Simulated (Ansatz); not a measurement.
CsCl-type TlCl, treated with revPBE (Ansatz, an electronic-structure program, PAW).

Output (set-up and result lines):

```
Crystal: 2 atoms, lattice volume = 62.855 Å³
Basis set: ecut = 520 eV, 1743 PW (Γ), exchange–correlation on 60×60×60 points (8 copies of the dense FFT grid, shifted against one another)
Bands: 14, of which v1, the nominal top of the filled ones, is band 10 counted from 1 (9 counted from 0)
Symmetry: 48 space group operations
Space group: Pm-3m (ITA 221), of the structure as read, at distance tolerance 4.0e-5 Å
k-points: 56 of 1000
Functional: x = revpbe(κ = 1.245, μ = 0.2195149727645171), c = pbe(β = 0.06672455060314922)
SCF iter   1: F=—  HF=-12539.021311 eV  |F-HF|=—  |Δ(HF+E_count)|=         —  Δρ=2.56e-3  dr2=6.20e-3
SCF iter   2: F=—  HF=-12539.019674 eV  |F-HF|=—  |Δ(HF+E_count)|=   1.64e-3  Δρ=1.05e-3  dr2=5.37e-4
  ...
SCF iter   7: F=—  HF=-12539.019697 eV  |F-HF|=—  |Δ(HF+E_count)|=   1.32e-8  Δρ=7.26e-7  dr2=4.98e-10
SCF iter   8: F=-12539.019697 eV  HF=-12539.019697 eV  |F-HF|=7.28e-12  |Δ(HF+E_count)|=  2.26e-10  Δρ=1.13e-7  dr2=1.47e-11
SCF 1 converged in 8 iterations: F = -12539.019697 eV  dr2 = 1.47e-11
SCF converged after 8 iterations
Free energy (F): -12539.019697 eV
Internal energy: -12539.019697 eV  (E = F + TS)
E sigma→0 (E₀):  -12539.019697 eV
Fermi energy:    5.144666 eV
--- Stress (GPa, compression-positive) ---
        0.345419       0.000000       0.000000
        0.000000       0.345419       0.000000
        0.000000       0.000000       0.345419
  P = ⅓ Tr σ = 0.3454 GPa (3.454 kbar)
```

Task: Write an input file that could have produced this run (the log leaves some choices open).

Result: One answer among several that fit: 
Ansatz 0.2 input:
```yaml
crystal:
  lattice:
    - [3.976006334, 0.0, 0.0]
    - [0.0, 3.976006334, 0.0]
    - [0.0, 0.0, 3.976006334]
  atoms:
    - { symbol: Tl, position: [0.0, 0.0, 0.0] }
    - { symbol: Cl, position: [0.5, 0.5, 0.5] }
basis:
  ecutwfc: 520
  ecutrho_ratio: 4
  xc_grid: 2
kpoints:
  mp_grid: { grid: [10, 10, 10] }
hamiltonian:
  xc: revpbe
  dispersion: none
  pseudopotentials: { kind: paw }
scf:
  occupations: { method: fermi_dirac, width: 0.01 }
  convergence: { dr2_threshold: 0.0000000002 }
output:
  forces: true
  stress: true
  eigenvalues: true
```

The cell is one volume of an energy–volume scan, off the minimum.

The PAW data were made under PBE.

Note: the cell is over a tenth larger than the published one: the level's own overestimate first of all, though another phase or state, or a fault of the published cell, is possible.
